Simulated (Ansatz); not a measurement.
[Cl···H···O], triplet along the distance Cl1-H2

Starting geometry:

```tsv
atom	x (Å)	y (Å)	z (Å)
Cl	0.0000	0.0000	-1.3886
H	0.0000	0.0000	-0.1098
O	0.0000	0.0000	1.4984
```

From there H2 is moved from one fragment to the other while all else, the fragments' distance too, stays fixed, so the hump isn't the reaction's barrier; atoms are numbered as listed. Energies are in kcal/mol, counted from the starting geometry at the same level.

Basis cc-pVDZ; Ansatz 0.2.0. Only valence electrons are correlated (noble-gas cores frozen). Prefix R: restricted or restricted open-shell reference; prefix U: unrestricted. Active spaces: valence = (14e, 9o) chosen from the atoms' valence shells.

Unrestricted rows (U) aren't spin-pure: their determinants' ⟨S²⟩ exceeds S(S+1) by up to 0.11, so they mix in states of higher spin. Coupled cluster chose its determinant by trial CCSD, here up to 0.55 eV above the lowest Hartree–Fock solution of its kind. The largest doubles amplitude grows up the series, to 0.19: the determinant mixes near-degenerate terms, and the last step may understate the doubt. Runs in a small pair space aren't shown, since their orbitals change along the scan. A value is left out where its run failed or describes another state than the reference as far as symmetry and spin tell, or, spin-broken singlets apart, can't be checked. The reference follows the lowest state, whose symmetry changes from Σ⁻ or Δ to Π between 1.544 and 1.632, from Π to Σ⁻ or Δ between 1.809 and 1.897.

Full CI isn't at hand for all of this; UCCSDT(Q) serves as the reference, and is uncertain by about the last step of the cluster series. The frozen core follows each run's orbitals, which can shift R against U totals by a few meV.

```csv
distance Cl1-H2 (Å),UCCSDT(Q),curve A,curve B,curve C,curve D
1.189,4.0,3.8,3.9,3.9,3.6
1.279,0.0,0.0,0.0,0.0,0.0
1.367,2.4,2.6,2.1,2.4,2.7
1.455,8.2,8.7,7.5,8.4,9.0
1.544,15.7,16.7,14.3,16.1,17.0
1.632,17.9,20.0,–,18.3,–
1.720,15.2,16.5,14.2,15.5,20.0
1.809,10.0,10.7,9.1,10.3,14.6
1.897,6.3,6.6,5.7,6.7,10.5
```

Q: The curves come from CASSCF (valence space), NEVPT2 (valence space), RCCSD, UCCSD(T). Compare each with UCCSDT(Q) and say which is which.

A: A: RCCSD, B: NEVPT2 (valence space), C: UCCSD(T), D: CASSCF (valence space). Spread of the error against UCCSDT(Q), over the points where both stand: A 2.3, B 1.4, C 0.4, D 5.2 kcal/mol.
